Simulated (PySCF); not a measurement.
Gas-phase reaction: 2 B2O2 ⇌ 2 B2O + O2

Computed with PySCF and rigid-rotor harmonic-oscillator thermochemistry at 1 bar. Table values come from the NASA 1993 polynomials. After a fit of one offset per element over all species, the range-separated, M06-2X, PBE0/def2-QZVP and CCSD(T)/def2-TZVPP enthalpies, where run, lie to one side of the table for B2O (+77 kJ/mol): a fault of the table's entry, another state or a shared error of the levels is possible; this was not checked at source. S°(298 K) at PBE0/def2-TZVP differs from the NASA 1993 table for B2O (+19 J/mol/K); whether the harmonic model or the table's entry is off was not settled. † marks an energy on the PBE0/def2-TZVP geometry and frequencies; other levels use their own. 6-31G* has spherical d functions here. Open shells (unrestricted): O2 (multiplicity 3); the rest are closed-shell singlets. B3LYP is the form with VWN-RPA correlation. For this reaction the table lies outside the span of B3LYP, CCSD(T), M06-2X, MP2, PBE0, r2SCAN, ωB97M-V, ωB97X-V in their largest bases here; which side is off was not settled. The harmonic model lacks anharmonicity and excited electronic states, which grow with temperature; levels with a mode under 35 cm⁻¹ are left out. Strong static correlation: B2O. Soft modes under 120 cm⁻¹ make the harmonic entropy rough for B2O. The table's entry may be an old estimate for B2O2, B2O (not checked at source).

| level | ΔH°(298 K), kJ | minus table | ΔG°(1000 K), kJ |
|---|---|---|---|
| table | 1104.5 | - | 935.7 |
| B3LYP/6-31G* | 1284.4 | 179.9 | 1105.3 |
| B3LYP/def2-TZVP† | 1267.3 | 162.8 | 1063.6 |
| HF/def2-TZVP† | 1018.8 | -85.7 | 815.1 |
| PBE0/def2-SVP† | 1306.2 | 201.7 | 1102.5 |
| r2SCAN/def2-TZVP† | 1291.5 | 187.0 | 1087.8 |
| LDA/def2-TZVP† | 1379.2 | 274.7 | 1175.5 |
